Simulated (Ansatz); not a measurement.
Species: C₂H₅S, net charge 0, doublet state. It need not be the lowest isomer of its formula. 
Geometry from a B3LYP-D3(BJ)/def2-TZVP (Ansatz, a first-principles code) optimisation:
```xyz
8

C      0.0677     1.3368    -0.5808
S     -0.2035     0.1104     0.5694
C      0.2434    -1.3727    -0.3665
H      0.5526     1.1278    -1.5216
H     -0.1516     2.3506    -0.2860
H      0.1127    -2.2243     0.2986
H     -0.4080    -1.4849    -1.2322
H      1.2839    -1.3204    -0.6851
```
Charge 0, spin multiplicity 2.

Wanted: atomisation energy (electronic, to ground-state atoms), in kcal/mol. Correlated levels leave the core frozen unless marked. Open shells are spin-unrestricted. No spin-orbit coupling. Non-relativistic. The coupled-cluster limit lacks core correlation, which all-electron functionals hold. CBS marks a two-point X^-3 extrapolation of the correlation energy; Hartree-Fock from the larger set. [CCSD(T)-MP2]/basis is that difference in the basis named.

```
level                                                                 program  atomisation energy (kcal/mol)  minus last row
-------------------------------------------------------------  --------------  -----------------------------  --------------
HF/aug-cc-pV(T+d)Z                                                     Ansatz                          494.0          -172.7
BLYP-D4/def2-TZVPD                                             Ansatz + dftd4                          666.9             0.2
PBE0-D4/def2-TZVPD                                             Ansatz + dftd4                          673.5             6.8
B2PLYP-D3(BJ)/def2-TZVPD                                       Ansatz + dftd3                          661.0            -5.7
MP2/6-31G                                                              Ansatz                          545.7          -121.0
CCSD/cc-pV(D+d)Z                                                       Ansatz                          607.8           -58.9
RI-MP2/CBS(cc-pV(T+d)Z,cc-pV(Q+d)Z)+[CCSD(T)-MP2]/cc-pV(T+d)Z          Ansatz                          666.7             0.0
```
